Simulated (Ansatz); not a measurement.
C₄H₄ClF (`C#CC(F)CCl`) at its PBE0-D4/def2-TZVP geometry, where that method's forces vanish. Charge 0, multiplicity 1.

```xyz
10

C    -1.2863    0.7298    1.7576
C    -0.8861    0.3555    0.6920
C    -0.3886   -0.1043   -0.5941
F    -0.6955    0.8225   -1.5789
C     1.1202   -0.2872   -0.6221
Cl    1.6062   -1.6269    0.4275
H    -1.6439    1.0636    2.7033
H    -0.8769   -1.0460   -0.8658
H     1.4297   -0.5240   -1.6388
H     1.6213    0.6168   -0.2809
```

Question: What forces (eV/Å) does r2SCAN-D4/def2-TZVPP give on these atoms in Ansatz? (An estimate is asked.)

Answer: The calculation gave: 
```
C1  -0.135  0.131  0.357
C2   0.117 -0.111 -0.298
C3  -0.076 -0.264  0.335
F4  -0.064  0.282 -0.297
C5   0.093  0.186 -0.178
Cl6  0.064 -0.191  0.154
H7   0.020 -0.018 -0.056
H8  -0.004 -0.020 -0.015
H9  -0.007  0.005  0.003
H10 -0.010  0.000 -0.004
```
